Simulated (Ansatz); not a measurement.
System: CHO2, charge 0, doublet. CHO2 (SMILES [O]C=O, doublet).
B3LYP-D3(BJ)/def2-TZVP minimum from Ansatz (an electronic-structure program):
```xyz
4

O     -1.0889    -0.4412    -0.0122
C     -0.0503     0.2004     0.0018
O      1.1682     0.1247     0.0094
H     -0.3333     1.3291     0.0118
```
Charge 0, spin multiplicity 2.

Total energies in hartree (Ansatz). Radicals and triplets start from unrestricted determinants; spin-orbit coupling is neglected. Cores are frozen in correlated methods. No relativity. For partners of very few electrons the exact lower level stands in for a higher one. The UHF reference of CHO2 ([O]C=O, doublet) is spin-contaminated (<S^2> up to 0.04 over the pure value in the sets run). The determinant of CHO2 ([O]C=O, doublet) is a saddle point of the SCF energy; a lower one exists, which strains HF and MP2.

```tsv
species	HF/cc-pVTZ	CCSD(T)/cc-pVTZ	HF/cc-pVQZ	CCSD(T)/cc-pVQZ	CCSDT(Q)/cc-pVTZ
1: CHO2 (SMILES [O]C=O, doublet)	-188.15519	-188.81015	-188.16984	-188.86803	-188.81374
2: O (triplet)	-74.81176	-74.97396	-74.81729	-74.99357	-74.97430
3: C (triplet)	-37.69157	-37.78076	-37.69331	-37.78654	-37.78126
4: H (doublet)	-0.49981	-0.49981	-0.49995	-0.49995	-0.49981
```

Question: Work out the atomisation energy (electronic, to ground-state atoms) in kJ/mol: take Hartree-Fock from cc-pVQZ, extrapolate the CCSD(T) correlation energy as X^-3 (X = 3, 4), and add CCSDT(Q) - CCSD(T) in cc-pVTZ. 1 hartree = 2625.5 kJ/mol.

Answer: 
Species 1: correlation (64·(-0.69819) - 27·(-0.65496))/37 = -0.72974; step -0.00359; E1 = -188.16984 + (-0.72974) + (-0.00359) = -188.90317
Species 2: correlation (64·(-0.17628) - 27·(-0.16220))/37 = -0.18655; step -0.00034; E2 = -74.81729 + (-0.18655) + (-0.00034) = -75.00418
Species 3: correlation (64·(-0.09323) - 27·(-0.08919))/37 = -0.09618; step -0.00050; E3 = -37.69331 + (-0.09618) + (-0.00050) = -37.78999
Species 4: correlation (64·(0.00000) - 27·(0.00000))/37 = 0.00000; step +0.00000; E4 = -0.49995 + (0.00000) + (+0.00000) = -0.49995
-1·E1 +2·E2 +1·E3 +1·E4 = 0.60487 hartree = 1588.1 kJ/mol.
